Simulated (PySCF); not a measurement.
Consider 2-propynyl, `C#C[CH2]` (C3H3•, doublet). Optimised structure (Å), atoms numbered from 1:
```
C     1.4902   -0.2038    0.3049
C     0.2781   -0.0374    0.1555
C    -1.0696    0.1474   -0.0104
H     2.5469   -0.3493    0.4354
H    -1.4534    1.0163   -0.5514
H    -1.7873   -0.5703    0.3952
```

Energies: ωB97X-D3(BJ)/ma-def2-TZVP (PySCF, density fitting, integration grid level 2) on PBE0-D3(BJ)/ma-def2-SVP structures. ωB97X-D3(BJ) is ωB97X-V with D3(BJ) in place of VV10. Zero-point and thermal terms (298.15 K, 1 bar) come from unscaled PBE0-D3(BJ)/ma-def2-SVP harmonic frequencies, with soft modes damped to free rotors in the entropy.

(1) What are the vertical and the adiabatic ionisation energy for forming the singlet cation?

(2) What oxidation potential follows in THF (IEF-PCM), given that Fc+/Fc comes at 4.74 V absolute with this functional and basis?

(3) What are the vertical and the adiabatic electron affinity for forming the singlet anion?

(4) What reduction potential follows in THF (IEF-PCM), given that Fc+/Fc comes at 4.74 V absolute with this functional and basis?

Results:

(1) 8.73 eV vertical and 8.76 eV adiabatic, the latter with zero-point energy, which puts it above the vertical value.

(2) In the gas phase ΔG of oxidation is 8.772 eV, and solvation is -10.2 kJ/mol for the parent and -235.8 kJ/mol for the product, so the absolute potential is 6.43 V, or 1.69 V against Fc+/Fc. Fc+/Fc in THF, 4.74 V, is ωB97X-D3(BJ)/ma-def2-TZVP on PBE0-D3(BJ)/def2-SVP structures with GFN2-xTB thermal terms. Benchmark calculations put it near 5.0 V in acetonitrile and DMSO, so it is about 0.3 V low, and the value against it can read up to that much too high. The solvent is electrostatics only, on gas-phase structures; the absolute scale refers to an electron at rest in vacuum.

(3) 0.67 eV vertical and 0.92 eV adiabatic, the latter with zero-point energy.

(4) In the gas phase −ΔG of reduction is 0.923 eV, and solvation is -10.2 kJ/mol for the parent and -227.1 kJ/mol for the product, so the absolute potential is 3.17 V, or -1.57 V against Fc+/Fc. Fc+/Fc in THF, 4.74 V, is ωB97X-D3(BJ)/ma-def2-TZVP on PBE0-D3(BJ)/def2-SVP structures with GFN2-xTB thermal terms. Benchmark calculations put it near 5.0 V in acetonitrile and DMSO, so it is about 0.3 V low, and the value against it can read up to that much too high. The solvent is electrostatics only, on gas-phase structures; the absolute scale refers to an electron at rest in vacuum.
